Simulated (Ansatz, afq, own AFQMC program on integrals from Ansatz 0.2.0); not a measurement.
**SiBrCl⁺, doublet: AFQMC among the cluster methods**

```tsv
atom	x (Å)	y (Å)	z (Å)
Cl	0.7220	1.4325	0.5421
Si	-0.7702	0.2997	-0.3858
Br	0.0373	-1.7970	-0.1696
```

Connectivity, by distances: Cl–Si–Br.

Basis def2-TZVP. Noble-gas cores (and the filled d shells of Ga–Kr and In–Xe) are frozen. Ansatz 0.2.0 and our own AFQMC program on the same integrals; the CISD trial comes from CCSD amplitudes, and released means the phaseless constraint is let go. Error bars are statistical, one sigma. No spin–orbit coupling.

Determinant: UHF, the one that the program's search chose, which needn't be the lowest solution. The geometry is a PBE0/def2-SVP stationary point of this or a neighbouring charge and spin state.

No full CI on the walks' own integrals is used here. The released AFQMC energy serves as the reference, which it does only where one determinant dominates, the energy is flat over the last release times and near the phaseless one (40 meV or 2 meV an electron, half that with transition metals). On small molecules, where full CI could be run and the noise was under 10 meV, such values lay within 10 meV of it in 19 cases of 20, a flattering rate, since the rule was set on those same cases; what remains of the bias isn't in the error bar.

Cautions: no relativity below Rb; no spin-orbit coupling; inner d shell frozen; the released value is read at 1.50 1/Eh with a noise of 21 meV, more than in the cases checked (meV from the phaseless value at times in 1/Eh: -4 ± 13 at 0.24, -2 ± 11 at 0.51, -33 ± 12 at 0.99, -23 ± 21 at 1.50).

```
T1 diagnostic                               : 0.0242
weight of the determinant in the CISD state : 0.806
⟨S²⟩ of the determinant                     : 0.780
size of the correlated space                : 17 electrons in 98 orbitals
```

Reference: AFQMC with the constraint released, correlation energy -13.005 ± 0.021 eV.

| level | E − E(reference) (kcal/mol) | share of correlation (%) |
| --- | --- | --- |
| HF | 299.91 ± 0.49 | 0.00 |
| MP2 | 40.67 ± 0.49 | 86.44 |
| CCSD | 17.34 ± 0.49 | 94.22 |
| CCSD(T) | 2.67 ± 0.49 | 99.11 |
| ph-AFQMC/CISD | 0.52 ± 0.57 | 99.83 |

A walk keeps the symmetry of its determinant, which the program's search chose and which needn't be the lowest solution, so a lower state of the same spin and another symmetry isn't excluded. Released energies are given only where the last usable release times agree within the noise; a slower fall can still hide under it.
